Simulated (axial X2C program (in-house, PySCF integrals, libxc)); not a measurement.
# Potential curves of CF⁻, with spin–orbit coupling

Computed with an in-house relativistic program for diatomic molecules. Two-component (2c) means X2C with spin–orbit coupling and atomic mean-field two-electron Coulomb and Gaunt terms. Basis: F dyall-av3z [7s6p3d2f], C dyall-av3z [8s7p3d2f] (cores contracted in-house); Gaussian nuclei, density fitting, unrestricted open shells. Masses: F 18.998 u, C 12.000 u.

State: Ω = 1 (⟨Sz⟩ = 1.00, ⟨Lz⟩ = 0.00 at BHandHLYP). Energies in eV from the fragments at the same level (F- + C). Fits are polynomials in 1 − R0/R over 0.85 to 1.23 times the lowest point R0.

| R (Å) | BHandHLYP |
| --- | --- |
| 1.2284 | -2.2289 |
| 1.2849 | -2.5248 |
| 1.3273 | -2.6513 |
| 1.3696 | -2.7171 |
| 1.4120 | -2.7371 |
| 1.4614 | -2.7177 |
| 1.5108 | -2.6651 |
| 1.5744 | -2.5648 |
| 1.6520 | -2.4126 |
| 1.7650 | -2.1655 |

Occupations by symmetry block were frozen at the best pattern of an incomplete PBE0 search. Dissociation energies refer to the lowest single-determinant-based atoms at the same level and basis. Density functionals use the spin component along the axis (collinear). In 2c an atomic determinant is not the ground J level, so De misses part of the atomic spin–orbit lowering. This holds for BHandHLYP. Other states lie close and PBE0, whose exact exchange favours high spin, may order them wrongly; the determinant shown need not be the ground state. The nearest other 2c determinant of the search, Ω = 0, lies 0.98 eV up at the distance of the search. Without a current term, density functionals place determinants with orbital angular momentum somewhat too high. With several unpaired electrons one determinant need not be a pure state. Open-shell Ω = 0 determinants with evenly filled partner blocks cannot be reached by this program, so the Ω shown need not be the lowest component. This is the Ω = 1 component of a π² triplet; the 0⁺ component is not one determinant and can lie lowest. The highest occupied level of some functionals is positive through self-interaction error; at Hartree–Fock it is bound.

Question: What are Re, ωe and De at the BHandHLYP level?

Answer: At BHandHLYP, 2c: Re = 1.413 Å, ωe ≈ 835 cm⁻¹, De = 2.74 eV to F- + C; Be follows as 1.15 cm⁻¹.
